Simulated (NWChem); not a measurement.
# C2HF2 (SMILES [CH]=C(F)F) at 4 levels

Aim: a comparison of 4 runs (UMP2/6-31G*, UMP2/6-31+G*, UMP2/6-31++G**, UMP2/6-311+G**) of C2HF2. 

The results are computed with NWChem 7.3.0.

### Step 1. The molecule

The species is C2HF2 (5 atoms), meant as a doublet with charge 0. SMILES: `[CH]=C(F)F`. The coordinates come from a PBE0-D4/def2-TZVP relaxation.

Bond lengths: C1–C2 1.301 Å, C2–F3 1.313 Å, C2–F4 1.320 Å, C1–H5 1.072 Å. Angles: C1–C2–F3 125.0°, C1–C2–F4 125.4°, F3–C2–F4 109.6°, C2–C1–H5 140.6°.

### Step 2. Energy and gradient at UMP2/6-31G(d) (spherical functions) (run 1)

struct.nw reads:

```
start struct
title "C2HF2 gradient"
memory 2200 mb
charge 0

geometry noautosym nocenter noautoz
   C     -0.028200     0.912700    -0.014900
   C      0.163600    -0.366100     0.124600
   F      1.043800    -0.911700     0.932500
   F     -0.492600    -1.313200    -0.520300
   H     -0.636600     1.604500    -0.563400
end

basis spherical bse
   C library 6-31G*
   F library 6-31G*
   H library 6-31G*
end

scf
   doublet
   uhf
   thresh 1e-08
   maxiter 80
   noprint "final vectors analysis"
end

mp2
   freeze core 4
   tight
end

task mp2 gradient
```

Command:

```sh
$ nwchem struct.nw > struct.out
```

Standard output:

```text
[...]
  functions       =    58
[...]
  wavefunction    = UHF
[...]
         Total SCF energy =   -275.084312375601
      One electron energy =   -599.023207061225
      Two electron energy =    213.962846796943
 Nuclear repulsion energy =    109.976047888682
                       Sz =      0.5000
                 Sz(Sz+1) =      0.7500
                      S^2 =      0.9151
[...]
          Total MP2 energy          -275.630574856366
[...]
                         mp2 ENERGY GRADIENTS
    atom               coordinates                        gradient
                 x          y          z           x          y          z
   1 C      -0.053290   1.724753  -0.028157   -0.005861   0.022281  -0.004790
   2 C       0.309159  -0.691829   0.235460    0.008084  -0.039561   0.006325
   3 F       1.972496  -1.722863   1.762169   -0.008983   0.005825  -0.008234
   4 F      -0.930879  -2.481588  -0.983224    0.006035   0.009928   0.005972
   5 H      -1.203000   3.032065  -1.064672    0.000724   0.001527   0.000727
[...]
```

Run time: 16 s. Hardware: 1 thread of Intel Xeon Platinum 8488C (Sapphire Rapids), shared host; peak memory 0.15 GiB.

### Step 3. Energy and gradient at UMP2/6-31+G(d) (spherical functions) (run 2)

run.nw reads:

```
start run
memory stack 880 mb heap 220 mb global 1100 mb
geometry noautosym nocenter noautoz
   C       -0.028200       0.912700      -0.014900
   C        0.163600      -0.366100       0.124600
   F        1.043800      -0.911700       0.932500
   F       -0.492600      -1.313200      -0.520300
   H       -0.636600       1.604500      -0.563400
end
basis spherical bse
   C library 6-31+G*
   F library 6-31+G*
   H library 6-31+G*
end
scf
   doublet
   uhf
   thresh 1e-08
   maxiter 80
   print low
end
mp2
   freeze core 4
   tight
end
task mp2 gradient
```

Command:

```sh
$ nwchem run.nw > run.out
```

Standard output:

```text
[...]
  functions       =    74
[...]
  wavefunction    = UHF
[...]
         Total SCF energy =   -275.095852712216
      One electron energy =   -598.655575772466
      Two electron energy =    213.583675171569
 Nuclear repulsion energy =    109.976047888682
                       Sz =      0.5000
                 Sz(Sz+1) =      0.7500
                      S^2 =      0.9162
[...]
          Total MP2 energy          -275.652918252147
[...]
                         mp2 ENERGY GRADIENTS
    atom               coordinates                        gradient
                 x          y          z           x          y          z
   1 C      -0.053290   1.724753  -0.028157   -0.005522   0.022532  -0.004464
   2 C       0.309159  -0.691829   0.235460    0.007788  -0.045211   0.005869
   3 F       1.972496  -1.722863   1.762169   -0.011740   0.008237  -0.010743
   4 F      -0.930879  -2.481588  -0.983224    0.008447   0.013850   0.008356
   5 H      -1.203000   3.032065  -1.064672    0.001027   0.000592   0.000982
[...]
```

Run time: 31 s. Hardware: 1 thread of Intel Xeon Platinum 8488C (Sapphire Rapids), shared host; peak memory 0.2 GiB.

Run 3 isn't shown in full; the table further down has it.

### Step 4. Energy and gradient at UMP2/6-311+G(d,p) (run 4)

c2hf2.nw reads:

```
start c2hf2
memory stack 880 mb heap 220 mb global 1100 mb

geometry units angstroms noautosym nocenter noautoz
  C     -0.028200     0.912700    -0.014900
  C      0.163600    -0.366100     0.124600
  F      1.043800    -0.911700     0.932500
  F     -0.492600    -1.313200    -0.520300
  H     -0.636600     1.604500    -0.563400
end

basis spherical bse
  * library 6-311+G**
end

scf
  nopen 1
  uhf
  thresh 1e-08
  maxiter 80
  print low
end

mp2
  freeze core 4
  tight
end

task mp2 gradient
```

Command:

```sh
$ nwchem c2hf2.nw > c2hf2.out
```

Standard output:

```text
[...]
  functions       =    94
[...]
  wavefunction    = UHF
[...]
         Total SCF energy =   -275.167836337747
      One electron energy =   -598.825191518621
      Two electron energy =    213.681307292192
 Nuclear repulsion energy =    109.976047888682
                       Sz =      0.5000
                 Sz(Sz+1) =      0.7500
                      S^2 =      0.9142
[...]
          Total MP2 energy          -275.808696975723
[...]
                         mp2 ENERGY GRADIENTS
    atom               coordinates                        gradient
                 x          y          z           x          y          z
   1 C      -0.053290   1.724753  -0.028157   -0.005429   0.026638  -0.004248
   2 C       0.309159  -0.691829   0.235460    0.005580  -0.032431   0.004201
   3 F       1.972496  -1.722863   1.762169   -0.001152   0.001677  -0.001024
   4 F      -0.930879  -2.481588  -0.983224    0.000744   0.002871   0.000790
   5 H      -1.203000   3.032065  -1.064672    0.000257   0.001245   0.000281
[...]
```

Wall time 59 s (1 thread of Intel Xeon Platinum 8488C (Sapphire Rapids), shared host); peak memory 0.32 GiB.

### Step 5. Overview of the runs

```
run                                 level  energy (Eh)  dipole moment (D)  correlation energy (mEh)   ⟨S²⟩  wall time
  1     UMP2/6-31G* (spherical functions)  -275.630575               1.06                    -546.3  0.915       16 s
  2    UMP2/6-31+G* (spherical functions)  -275.652918               1.33                    -557.1  0.916       31 s
  3  UMP2/6-31++G** (spherical functions)  -275.660735               1.27                    -562.6  0.915       38 s
  4                        UMP2/6-311+G**  -275.808697               1.28                    -640.9  0.914       59 s
```

Convergence of the dipole moment (of the density that the program reports) of doublet C2HF2 with the basis set, against the last point:

```
basis set  from the last (D)  wall time
   6-31G*            -0.2193       16 s
  6-31+G*            +0.0491       31 s
6-31++G**            -0.0046       38 s
6-311+G**            +0.0000       59 s
```

Convergence of the total energy of doublet C2HF2 with the basis set, against the last point:

```
basis set  from the last (mEh)  wall time
   6-31G*             +178.122       16 s
  6-31+G*             +155.779       31 s
6-31++G**             +147.962       38 s
6-311+G**               +0.000       59 s
```

### Step 6. Summary of results

```
                                                      quantity          value
                                           run 4: total energy  -275.80870 Eh
run 4: dipole moment (of the density that the program reports)         1.28 D
            run 4: correlation energy (4 core orbitals frozen)     -640.9 mEh
                      run 4: ⟨S²⟩ of the reference determinant          0.914
                               run 4: largest force on an atom     1.706 eV/Å
```

What this shows: For the dipole moment (of the density that the program reports) of doublet C2HF2 to stay within 0.05 D of the last point, 6-31+G* is the first point of the series from which all later ones do (31 s against 59 s). The dipole moment (its size) runs from 1.06 D (UMP2/6-31G*) to 1.33 D (UMP2/6-31+G*). Spin contamination of the reference: run 2 ⟨S²⟩ = 0.92, run 3 ⟨S²⟩ = 0.92, run 1 ⟨S²⟩ = 0.92, run 4 ⟨S²⟩ = 0.91. All runs together took 2.4 min, the longest 59 s.
